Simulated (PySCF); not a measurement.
## Working out the electron affinity of B

B⁻ [He] 2s2 2p2 (3P) → B [He] 2s2 2p1 (2P). Calculation: PySCF 2.14, in def2-TZVPPD (6s3p3d1f, 37 functions); no relativity, point nucleus. Frozen: nothing. Energies in hartree (1 hartree = 27.21139 eV):

```
             part  B⁻ (lower)   B (upper)
              UHF  -24.515788  -24.532383
MP2 opposite-spin   -0.062488   -0.054853
    MP2 same-spin   -0.012748   -0.003642
```

**Question.** What does Hartree-Fock give?

**Answer.** (-24.532383) − (-24.515788) = -0.016595 hartree = -0.452 eV.

**Question.** What do MP2 and SCS-MP2 (6/5 opposite-spin, 1/3 same-spin) give?

**Answer.** The opposite-spin parts differ by 0.208 eV and the same-spin parts by 0.248 eV. MP2: -0.452 + (0.208) + (0.248) = 0.004 eV. SCS-MP2: -0.452 + 1.2 × (0.208) + (0.248)/3 = -0.120 eV.

A first-order spin-orbit estimate adds 0.000 eV to MP2 (valence and next inner shell), giving 0.004 eV against 0.280 eV (measured; photodetachment measurements, as compiled on the Wikipedia data page of electron affinities).

What remains against the reference includes basis incompleteness and correlation beyond second order.
